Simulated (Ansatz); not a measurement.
**CHOSi (quartet): wave-function methods side by side, cc-pVDZ**

The task here is to estimate one member of a computed series from the others.

Method: cc-pVDZ, core rule «outside noble gas», up to 7 orbitals frozen; program: Ansatz 0.2.0, Gaussian basis.

Plan: UHF; CCSD(T) on ROHF; CCSD(T) on UHF; BCCD(T) on ROHF; CISD as a restricted active space (open shells left free, so some higher excitations enter); CCSDT(Q) on ROHF; CCSDT(Q) on UHF.

23 further runs of the same task are left out: 11 that didn't finish, 12 set aside as unsound or not needed. Runs told in other sessions of the task aren't counted.

## The geometry

The geometry is a PBE0/def2-TZVP stationary point (not a proven minimum) of the parent state, kept for this charge and spin.

4 atoms, charge 0, spin multiplicity 4.

Atoms are counted from 1 here; the program's logs count them from 0.

Bond lengths: C1–O2 1.127 Å, Si3–H4 1.529 Å.

The first run:

File in.yaml:

```yaml
crystal:
  periodic: [false, false, false]
  atoms:
    - {symbol: C, position_ang: [0.000000, -0.024020, 2.154831]}
    - {symbol: O, position_ang: [0.000000, 0.064782, 1.031260]}
    - {symbol: Si, position_ang: [0.000000, -0.078311, -1.463067]}
    - {symbol: H, position_ang: [0.000000, 1.439987, -1.279434]}
basis:
  gaussian: {orbitals: cc-pVDZ}
magnetization: {spin_polarized: true, initial_magnetization: 3}
hamiltonian: {xc: hf}
output: {orbitals: {seedname: orbitals}}
```

Run with:

```bash
$ ansatz run in.yaml --threads 1 --pin off --events-out ev --progress --plain --max-ram 2393MiB
```

Steps of the session up to this table: UHF; CCSD(T) on ROHF; CCSD(T) on UHF; BCCD(T) on ROHF; CISD as a restricted active space (open shells left free, so some higher excitations enter); CCSDT(Q) on ROHF; CCSDT(Q) on UHF.

One table of the session follows, with a row left open; its other results are not shown here.

```
   method  from UCCSDT(Q) (kcal/mol)
     ROHF                    +238.56
      UHF                    +237.88
     RMP2                     +24.78
     UMP2                     +24.69
     CISD                     +31.74
    RCCSD                      +9.35
    UCCSD                      +9.33
 RCCSD(T)                      +1.35
 UCCSD(T)                      +1.34
  BCCD(T)                      +1.30
   RCCSDT                      +0.72
   UCCSDT                          ?
RCCSDT(Q)                      +0.11
UCCSDT(Q)                          0
```

**Question.** Estimate the row for UCCSDT.

The run gave: from UCCSDT(Q) (kcal/mol): +0.71. In the column «from UCCSDT(Q) (kcal/mol)» it lies between RCCSDT(Q) (+0.11) and RCCSDT (+0.72).

Limits of these values: Restricted and unrestricted rows rest on different reference determinants; a gap between their highest levels can come from leftover correlation error, from unlike frozen cores or from another state.
